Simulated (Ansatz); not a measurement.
Write a Python script for the Python package of Ansatz (0.2.0) that makes a ladder of methods at one geometry of H₃N, SMILES N. Use (for the species named): B3LYP, cc-pVDZ basis, multiplicity 1. The script varies functional: b3lyp, revpbe, pbe, blyp, lda.

Input file `h3n.xyz`:
```text
4

N    -0.06816    0.24283    0.10806
H     0.49193   -0.30047    0.75338
H    -0.89196   -0.30062   -0.11835
H     0.46819    0.35825   -0.74309
```

`methods_h3n.py`
```python
'''One geometry of H3N, method by method.'''

from pathlib import Path

import ansatz as az
import numpy as np

geometry = az.Crystal.molecule_from_extxyz('h3n.xyz')

model = geometry.calculation().basis(gaussian='cc-pVDZ')

print('functional    E (Ha)        dipole (D)   HOMO (eV)  LUMO (eV)')
for name in ['b3lyp', 'revpbe', 'pbe', 'blyp', 'lda']:
    report = model.functional(name).forces().orbitals().run(runs_dir='runs').report
    lines = Path(report['orbitals_path']).read_text().splitlines()
    field_of = lambda key: [line.split('=')[1].strip() for line in lines if line.startswith(key)]
    orbitals = [(27.211386 * float(e), s, float(n)) for e, s, n in zip(field_of('Ene='), field_of('Spin='), field_of('Occup='))]
    homo = max(e for e, _, n in orbitals if n > 0.5)
    lumo = min(e for e, _, n in orbitals if n < 0.5)
    dipole = 4.803205 * np.linalg.norm(report['charge_distribution']['dipole_moment_e_ang'])
    print(f'{name:10s} {report["free_energy_ev"] / 27.211386246:14.6f} {dipole:9.3f} {homo:11.3f} {lumo:10.3f}')
```

`python methods_h3n.py` gives:
```text
functional    E (Ha)        dipole (D)   HOMO (eV)  LUMO (eV)
b3lyp          -56.553523     1.538      -6.696      1.645
revpbe         -56.534003     1.495      -5.249      1.184
pbe            -56.476099     1.515      -5.258      1.160
blyp           -56.522173     1.487      -5.126      1.041
lda            -56.063687     1.590      -5.291      1.117
```

Total energies depend on the basis set; only differences at equal settings carry meaning. The geometry is a force-field or estimated start, not a minimum of this method, and the basis set is short of its limit. A lower total doesn't mark the better method: functionals have no common bound, and MP2 and coupled cluster aren't variational. b3lyp holds the VWN-RPA fit, as in Gaussian; the form of ORCA and Turbomole is b3lyp5. Levels such as HOMO and LUMO are orbital energies: with these approximate functionals they aren't the ionisation energy and electron affinity, and their gap isn't the fundamental gap. Wall time of the script: 2 s on 1 thread of Arm Neoverse V1 (shared host), peak memory 0.15 GiB.
